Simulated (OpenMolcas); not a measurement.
## C3H5Cl (2-chloropropene): the vertical energy of the triplet above the singlet from total energies

C3H5Cl: 9 atoms, total charge 0, spin state singlet. SMILES: `C=C(C)Cl`. Geometry: relaxed at PBE0-D4/def2-TZVP.

Both states at this one shape; open shells run unrestricted unless said. 1 Eh = 27.2114 eV.

```
                                                           level     program  singlet C3H5Cl (Eh)  triplet C3H5Cl (Eh)
                                                  SVWN5/def2-SVP  OpenMolcas          -574.683966          -574.516556
                              B3LYP/6-31G* (Cartesian functions)  OpenMolcas          -577.506380          -577.347166
                                                  BHLYP/def2-SVP  OpenMolcas          -577.197857          -577.045566
CCSD(T)/def2-SVP, open shells restricted, 8 core orbitals frozen  OpenMolcas          -576.373311          -576.207360
```

Problem. Work out the vertical gap, second state less first, at each level.

Solution. 
1. SVWN5/def2-SVP: -574.516556 − (-574.683966) = 0.167410 Eh = 4.56 eV.
2. B3LYP/6-31G* (Cartesian functions): -577.347166 − (-577.506380) = 0.159214 Eh = 4.33 eV.
3. BHLYP/def2-SVP: -577.045566 − (-577.197857) = 0.152291 Eh = 4.14 eV.
4. CCSD(T)/def2-SVP, open shells restricted: -576.207360 − (-576.373311) = 0.165951 Eh = 4.52 eV.

No measured value is set beside it here; the levels span 4.14 to 4.56 eV.
